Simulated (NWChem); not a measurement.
CHO cation

```xyz
3

C      0.0000     0.0000    -0.5149
O      0.0000     0.0000     0.5895
H      0.0000     0.0000    -1.6262
```
Atoms are numbered in this order, from 1.

Results from NWChem. Coordinates come from a PBE0/def2-SVP optimisation. B3LYP is NWChem's, with the RPA form of VWN correlation. Total energies compare along this basis series because the functional is fixed.

```tsv
level	basis functions	energy (Ha)	highest occupied level (eV)	orbital gap (eV)
B3LYP/pcseg-1	33	-113.5259	-22.61	12.19
B3LYP/aug-pcseg-1	55	-113.5316	-22.54	12.11
B3LYP/pcseg-2	74	-113.5955	-22.53	12.07
B3LYP/STO-3G	11	-112.0386	-22.93	12.96
B3LYP/def2-SVP	33	-113.4603	-22.65	12.18
```
